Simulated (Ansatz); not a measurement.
Bi2S3 (Pnma, No. 62) was calculated with r²SCAN+rVV10 in Ansatz (PAW).

Run with plane-wave cutoff 560 eV, 4×8×4 k mesh (along the axes of the cell as run), Fermi–Dirac smearing 0.01 eV, scalar-relativistic PAW data made under PBE.

Cell (relaxed at this level):

```
CELL_PARAMETERS angstrom
     11.35111     0.00000     0.00000
      0.00000     3.98684     0.00000
      0.00000     0.00000    11.08085
ATOMIC_POSITIONS crystal
  Bi 0.01306 0.25000 0.32554
  Bi 0.98694 0.75000 0.67446
  Bi 0.48694 0.75000 0.82554
  Bi 0.51306 0.25000 0.17446
  Bi 0.16098 0.75000 0.03257
  Bi 0.83902 0.25000 0.96743
  Bi 0.33902 0.25000 0.53257
  Bi 0.66098 0.75000 0.46743
  S  0.45085 0.75000 0.37144
  S  0.54915 0.25000 0.62856
  S  0.04915 0.25000 0.87144
  S  0.95085 0.75000 0.12856
  S  0.12154 0.75000 0.44261
  S  0.87846 0.25000 0.55739
  S  0.37846 0.25000 0.94261
  S  0.62154 0.75000 0.05739
  S  0.71418 0.25000 0.30673
  S  0.28582 0.75000 0.69327
  S  0.78582 0.75000 0.80673
  S  0.21418 0.25000 0.19327
```

Q: Give the computed band gap and direct gap at Γ.

A: 
* **band gap**: 1.61 eV (on the SCF k mesh)
* **direct gap at Γ**: 1.72 eV

Measured, for comparison: band gap 1.3 eV (temperature not stated, not corrected to a static lattice; as tabulated in Wikipedia's data pages).

Note: the relaxation could not lower the start's symmetry, so the cell can be a saddle point above a distorted one.

Spin–orbit coupling is not included; with these elements it can move the gap by several tenths of an eV or more.

The computed numbers hold no vibrational or temperature effects.

The result took around 40 core-minutes (rough).

Ansatz is a program for electronic structure.
